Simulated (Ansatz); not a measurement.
C4H8O can be A, `C=C(C)OC`, or B, `CC1(O)CC1`.

Isolated molecules relaxed with PBE0-D4/def2-TZVP in Ansatz; ΔE leaves out vibrations. CBS: MP2 limit from def2 TZ/QZ plus the TZ coupled-cluster correction, frozen cores. DFT in def2-TZVPP. B3LYP here is the variant with VWN-RPA as its local correlation; programs differ in this. One conformer a species, not always the lowest.

**Question.** Which isomer does CCSD(T)/CBS put lower? Give the gap. (Best estimate.)

**Answer.** The calculation gave: A, by 1.7 kcal/mol.

**Question.** Give E(B) − E(A) in kcal/mol with CCSD/def2-TZVPP, PBE-D4, MP2/def2-TZVPP, r2SCAN-D4, B2PLYP, PBE0-D4, B3LYP. (Best estimate.)

**Answer.** The calculation gave: CCSD/def2-TZVPP 1.5, PBE-D4 1.8, MP2/def2-TZVPP -0.6, r2SCAN-D4 2.1, B2PLYP 4.0, PBE0-D4 -0.4, B3LYP 5.6. The order is the other way round with MP2/def2-TZVPP, PBE0-D4.

Largest T1 diagnostic: 0.012.

From PBE to PBE0 (25 % exact exchange), in def2-TZVPP and without D4, E(B) − E(A) moves by −2.3 kcal/mol. In def2-TZVPP, CCSD(T) changes the Hartree–Fock value by −3.5 kcal/mol (the triples alone add +0.5 kcal/mol) and MP2 by −6.1 kcal/mol.
